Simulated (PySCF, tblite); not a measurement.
Isomers of C3H6FP, one GFN2-xTB conformer each. Single-point energies are computed at PBE0/pcSseg-1 (PySCF, gas phase, no added dispersion term), electronic only.

```csv
SMILES,GFN2-xTB relative energy (kcal/mol)
FC1CPC1,0.0
[H]/P=C(/F)CC,12.0
```

Conformers: `[F:1][CH:2]1[CH2:3][PH:4][CH2:5]1` with F1–C2–C3–P4 142°, C2–C3–P4–C5 -18°, C3–P4–C5–C2 18°, F1–C2–C5–P4 -142°; `[H]/[P:5]=[C:3](\[CH2:2][CH3:1])[F:4]` with C1–C2–C3–F4 75°.

Q: What does PBE0/pcSseg-1 give for the same structures?

A: 
```json
{"SMILES": "FC1CPC1", "PBE0/pcSseg-1 E (Eh)": "-558.69506", "PBE0/pcSseg-1 (kcal/mol)": "0.0", "GFN2-xTB (kcal/mol)": "0.0", "point group": "Cs"}
{"SMILES": "[H]/P=C(/F)CC", "PBE0/pcSseg-1 E (Eh)": "-558.68107", "PBE0/pcSseg-1 (kcal/mol)": "8.8", "GFN2-xTB (kcal/mol)": "12.0", "point group": "C1"}
```

Both levels put the same isomer lowest. As drawn, the lower has a four-membered ring, which the higher lacks.

Q: Which frontier levels, dipoles and rotational constants go with these structures?

A: 
| SMILES | HOMO (eV, PBE0/pcSseg-1) | LUMO (eV) | dipole (D) | A, B, C (MHz) |
| --- | --- | --- | --- | --- |
| FC1CPC1 | -7.27 | 0.33 | 1.23 | 9443, 2806, 2360 |
| [H]/P=C(/F)CC | -7.17 | -1.48 | 2.59 | 6212, 2662, 2097 |

Q: What happens when harmonic zero-point energies from GFN2-xTB frequencies are added?

A: 
| SMILES | ZPE (kcal/mol) | electronic (kcal/mol) | with ZPE (kcal/mol) |
| --- | --- | --- | --- |
| FC1CPC1 | 51.8 | 0.0 | 0.0 |
| [H]/P=C(/F)CC | 51.5 | 8.8 | 8.5 |

The zero-point energies span 0.3 kcal/mol. The order is unchanged.

Q: As an exercise, what shares would exp(−E/RT) give at 2000 K from these electronic energies alone (no entropy, no degeneracies)?

A: RT = 3.974 kcal/mol: FC1CPC1 90.1 %, [H]/P=C(/F)CC 9.9 %.
